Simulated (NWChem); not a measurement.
**B3LYP/def2-SVP run of P4 (SMILES P12P3P1P23)**

Aim: the vertical ionisation energy of P4 at B3LYP/def2-SVP, from 2 runs. 

The results are computed with NWChem 7.3.0.

8 further runs of the same task are left out: 8 set aside as unsound or not needed.

## (1) The system as given

The species is P4 (4 atoms), meant as a singlet with charge 0. As SMILES, `P12P3P1P23`. Geometry: relaxed at PBE0-D4/def2-TZVP.

Bond lengths: P1–P2 2.184 Å, P1–P3 2.184 Å, P2–P3 2.184 Å, P1–P4 2.184 Å, P2–P4 2.184 Å, P3–P4 2.184 Å. Some angles: P1–P2–P3 60.0°, P1–P2–P4 60.0°, P3–P2–P4 60.0°, P2–P1–P3 60.0°, P2–P1–P4 60.0°, P3–P1–P4 60.0°, P1–P3–P2 60.0°, P1–P3–P4 60.0°, P2–P3–P4 60.0°, P1–P4–P2 60.0°.

## (2) The energy at B3LYP/def2-SVP

p4.xyz reads:

```xyz
4

P     -0.724800    -0.100000     1.119400
P      1.294900     0.109800     0.315700
P     -0.185000    -1.091700    -0.749800
P     -0.385100     1.081900    -0.685200
```

p4.nw reads:

```
start p4
memory stack 880 mb heap 220 mb global 1100 mb

geometry units angstroms noautosym nocenter noautoz
 load format xyz p4.xyz
end

basis spherical bse
 P library def2-SVP
end

dft
 xc b3lyp
 grid fine
 convergence energy 0.01
 maxiter 100
 mulliken
 noprint "final vectors analysis"
end

task dft energy
```

Run with:

```bash
$ nwchem p4.nw > p4.out
```

Output:

```text
[...]
          Wavefunction type:  closed shell.
          No. of atoms     :     4
          No. of electrons :    60
[...]
          Charge           :     0
          Spin multiplicity:     1
[...]
          AO basis - number of functions:    72
[...]
              XC Information
              --------------
                         B3LYP Method XC Potential
                     Hartree-Fock (Exact) Exchange  0.200
                        Slater Exchange Functional  0.800 local
                    Becke 1988 Exchange Functional  0.720 non-local
              Lee-Yang-Parr Correlation Functional  0.810
                  VWN I RPA Correlation Functional  0.190 local
[...]
 d= 0,ls=0.0,diis     1  -1365.0412339697 -1.69D+03  1.22D-02  3.72D-01     1.6
[...]
 d= 0,ls=0.0,diis     7  -1365.0853274608 -1.71D-07  2.14D-06  2.15D-08     7.1
         Total DFT energy =    -1365.085327460793
      One electron energy =    -2539.619314979296
           Coulomb energy =      940.494414964347
    Exchange-Corr. energy =      -93.092875336274
 Nuclear repulsion energy =      327.132447890431
[...]
      Total Density - Mulliken Population Analysis
     ---------------------------------------------
    Atom       Charge   Shell Charges
 -----------   ------   -------------------------------------------------------
    1 P   15    15.00   2.00  1.99  1.30  0.63  5.92  1.43  1.59  0.14
    2 P   15    15.00   2.00  1.99  1.30  0.63  5.92  1.43  1.59  0.14
    3 P   15    15.00   2.00  1.99  1.30  0.63  5.92  1.43  1.59  0.14
    4 P   15    15.00   2.00  1.99  1.30  0.63  5.92  1.43  1.59  0.14
[...]
```

Run time: 8.4 s. Hardware: 1 thread of AMD EPYC 7R43 (Zen 3), shared host; peak memory 0.1 GiB.

## (3) The doublet cation

p4.nw reads:

```
start p4
title "P4"
memory 2200 mb
charge 1

geometry units angstrom noautosym nocenter noautoz
   P     -0.724800    -0.100000     1.119400
   P      1.294900     0.109800     0.315700
   P     -0.185000    -1.091700    -0.749800
   P     -0.385100     1.081900    -0.685200
end

basis spherical bse
   P library def2-SVP
end

dft
   xc b3lyp
   mult 2
   grid fine
   convergence energy 0.01
   iterations 100
   mulliken
   noprint "final vectors analysis"
end

task dft
```

Run with:

```bash
$ nwchem p4.nw > p4.out
```

Output:

```text
[...]
          Wavefunction type:  spin polarized.
          No. of atoms     :     4
          No. of electrons :    59
[...]
          Charge           :     1
          Spin multiplicity:     2
[...]
          AO basis - number of functions:    72
[...]
              XC Information
              --------------
                         B3LYP Method XC Potential
                     Hartree-Fock (Exact) Exchange  0.200
                        Slater Exchange Functional  0.800 local
                    Becke 1988 Exchange Functional  0.720 non-local
              Lee-Yang-Parr Correlation Functional  0.810
                  VWN I RPA Correlation Functional  0.190 local
[...]
 d= 0,ls=0.0,diis     1  -1364.6927415714 -1.69D+03  4.05D-03  1.80D-01     1.9
[...]
 d= 0,ls=0.0,diis     9  -1364.7269788914 -2.75D-07  2.14D-06  2.28D-08    12.4
[...]
         Total DFT energy =    -1364.726978891392
      One electron energy =    -2525.250937697970
           Coulomb energy =      926.193041621539
    Exchange-Corr. energy =      -92.801530705392
 Nuclear repulsion energy =      327.132447890431
[...]
      Total Density - Mulliken Population Analysis
     ---------------------------------------------
    Atom       Charge   Shell Charges
 -----------   ------   -------------------------------------------------------
    1 P   15    14.75   2.00  1.99  1.38  0.57  5.92  1.40  1.34  0.15
    2 P   15    14.75   2.00  1.99  1.38  0.57  5.92  1.40  1.34  0.15
    3 P   15    14.75   2.00  1.99  1.38  0.57  5.92  1.40  1.34  0.15
    4 P   15    14.75   2.00  1.99  1.38  0.57  5.92  1.40  1.34  0.15
[...]
      <S2> =      0.7539 (Exact =     0.7500)
[...]
```

It took 14 s on 1 thread of AMD EPYC 7R43 (Zen 3), shared host; peak memory 0.11 GiB.

## (4) Summary of results

Level: B3LYP/def2-SVP.

| quantity | value |
| --- | --- |
| singlet P4: total energy | -1365.08533 Eh |
| singlet P4: dipole moment | 0.01 D |
| doublet cation: total energy | -1364.72698 Eh |
| doublet cation: ⟨S²⟩ | 0.754 |
| vertical ionisation energy (to the doublet cation) | 9.751 eV |

What this shows: The vertical ionisation energy comes to 9.75 eV (941 kJ/mol).
